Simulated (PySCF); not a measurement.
**Relaxation of singlet HS(OH)**

These are results of PBE0 in PySCF with S def2-TZVP, H def2-TZVP, O def2-TZVP; no relativity; density-fitted integrals, not measurements. A (50,194) grid was used.

A hand-made bent (heavy-atom frame) start, with no symmetry imposed:

Coordinates in bohr (charge 0 multiplicity 1):
```
S     0.8512   -0.0280   -0.6550
H     2.9411   -0.0280    0.8082
O    -1.7184   -0.0280    1.1442
H    -2.6737    1.3617    1.8131
```

Question: What forces act on the atoms at the start (eV/Å)?

Answer: 
```
atom     Fx     Fy     Fz
  S1  -1.00   0.74  -0.68
  H2  -0.40   0.10   0.84
  O3   0.39  -1.85   0.35
  H4   1.01   1.01  -0.50
```

Question: What does it relax to?

Answer: It ends at C1 with O–H 0.963 Å, S–H 1.350 Å, S–O 1.657 Å; H–O–S 107.5°, H–S–O 98.7°. A frequency run shows a minimum. Other isomers or separated fragments may lie lower.

Question: How much energy is released, and in how many steps?

Answer: 42.3 kJ/mol in 7 steps.

The relaxation took 4.4 s on 2 threads of a shared Arm Neoverse V2 host, with 80 basis functions and 8 gradients; the process peaked at 0.51 GiB. Launch command: `OMP_NUM_THREADS=2 python axn.py task.json out`.
